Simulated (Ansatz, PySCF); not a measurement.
# How the smallest direct gap on the k points sampled of diamond moves with the method

No measured value is used here.

| level (code) | value (eV) | cell (Å³/atom) |
|---|---|---|
| LDA (Ansatz) | 5.54 | 5.67 |
| PBE (Ansatz) | 5.60 | 5.67 |
| rVV10 (Ansatz) | 5.64 | 5.76 |
| Hartree–Fock (Ansatz) | 14.76 | 5.67 |
| evGW@PBE (PySCF) | 7.80 ± 0.08 | 5.67 |

At these levels the smallest gap is indirect and lower: LDA 4.10, PBE 4.14, rVV10 4.30, Hartree–Fock 12.56, evGW@PBE 5.85 eV. Computed values are for a static lattice.  A ± on a computed value is a rough bar: the spread of its extrapolation, a floor set from checks against published values, or a statistical error. Values are at the measured cell; rVV10 at the level's own relaxed cell. Cutoffs and k meshes differ between the levels. Ansatz's density-functional and Hartree–Fock values are scalar-relativistic unless marked +SOC, with PAW data made under PBE.

Ansatz is a program for electronic structure.
